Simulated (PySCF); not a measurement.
Compound: isopropyl formate, C4H8O2.
Atom-mapped SMILES: `[CH3:1][CH:2]([CH3:3])[O:4][CH:5]=[O:6]` (hydrogens: H7, H8, H9 on C1; H10 on C2; H11, H12, H13 on C3; H14 on C5)

Geometry (GFN2-xTB, Å), atoms numbered from 1 in this order:
```
atom  x, y, z in Å
C1    -1.057   -0.877    0.376
C2    -0.168    0.275   -0.079
C3    -0.347    0.597   -1.555
O4     1.219   -0.083    0.109
C5     1.734    0.087    1.307
O6     1.185    0.517    2.279
H7    -2.101   -0.622    0.218
H8    -0.902   -1.073    1.435
H9    -0.819   -1.776   -0.188
H10   -0.368    1.160    0.539
H11    0.320    1.404   -1.847
H12   -0.116   -0.278   -2.156
H13   -1.373    0.899   -1.744
H14    2.792   -0.230    1.284
```

Theory: TDDFT wB97X-D/def2-SVPD, vertical, gas phase, core orbitals frozen in the response in PySCF 2.14.0, density-fitted response routines.

Frontier orbitals with the atoms that hold most of them (Löwdin shares over 4%, at most four atoms; ? is withheld):

```tsv
orbital	ε (eV)	atoms
HOMO-3	-12.31	C3 22%, C1 17%, H11 13%, O6 12%
HOMO-2	-11.64	C2 24%, O4 18%, C3 13%, H10 13%
HOMO-1	-10.83	?
HOMO	-10.20	?
LUMO	?	C5 39%, O6 29%, O4 17%, H14 8%
LUMO+1	2.34	C3 18%, C1 14%, C5 13%, O4 7%
LUMO+2	2.94	C5 24%, H14 20%, O4 13%, O6 13%
```

Task: Which atoms hold the HOMO-1, and with what shares?

Result: O4 (bonded to 2 C) 37%; O6 (bonded to C) 25%; C1 (bonded to C and 3 H) 11%; C2 (bonded to 2 C, O and H) 10%. By element: oxygen 63%, carbon 21% or more.

Task: Which atoms hold the HOMO, and with what shares?

Result: O6 (bonded to C) 66%; C5 (bonded to 2 O and H) 13%; O4 (bonded to 2 C) 8%; H14 (bonded to C) 7%. By element: oxygen 74%, carbon 13% or more, hydrogen 7% or more.

Task: What is the LUMO energy, and the HOMO–LUMO gap?

Result: ε(LUMO) = 2.02 eV; the gap is 12.22 eV (0.4492 hartree).

Task: How does S1 compare with the orbital gap of 12.22 eV?

Result: S1 is at 6.00 eV (f = 0.0016), 6.23 eV below the gap, made of HOMO→LUMO (94%). 

Task: Give energy, strength and leading configuration of S1 and S5, and follow the Löwdin shares of the leading atoms from the occupied to the empty orbital.

Result: 
- S1 (6.00 eV, f 0.0016), HOMO→LUMO (94%): O6 66% → 29%, C5 13% → 39%; low, almost dark, from the terminal oxygen into the C=O bond, the pattern of n→π*
- S5 (9.06 eV, f 0.0095), HOMO-1→LUMO+1 (77%): O4 37% → 7%, O6 25% → at most 8%, C3 at most 10% → 18%, C1 11% → 14%

Time: 31 s of wall time. Hardware: x86-64 server, one thread, no GPU, on a shared host.

One conformer stands for the species.
